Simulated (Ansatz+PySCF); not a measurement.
Values are calculated unless marked as measured or tabulated.
**Several solutions for triplet O2**

```xyz
2

O     0.0000    0.0000   -1.1883
O     0.0000    0.0000    1.1883
```

Basis set: STO-3G (spherical functions). Charge 0, multiplicity 3.

UHF was run from several starts with Ansatz (development build ahead of 0.2.0) and PySCF 2.14.0.

```
run  program                                 start  converged  energy (hartree)  <S²>
  A    PySCF      guess 1e, instabilities followed        yes        -147.56187  2.99
  B   Ansatz               stability test followed        yes        -147.56187  2.99
  C   Ansatz           search for the lowest state        yes        -147.56187  2.99
  D    PySCF   guess minao, instabilities followed        yes        -147.56187  2.99
  E    PySCF                      program defaults        yes        -147.06626  2.00
  F    PySCF  guess huckel, instabilities followed        yes        -147.56187  2.99
  G   Ansatz               atomic start, no search        yes        -147.06626  2.00
  H    PySCF    guess atom, instabilities followed        yes        -147.56187  2.99
```

Q: Which runs reached the lowest solution of this kind, and what is wrong with the others?

A: A, B, C, D, F, H reached the lowest solution found. Converged but too high: E by 13.49 eV, G by 13.49 eV. Convergence only shows a stationary point, and even a stable one can lie too high; stability tests and further starts are what find lower ones. Caution: the unrestricted determinant is a mixture of spin states. Caution: the determinant breaks the point group.
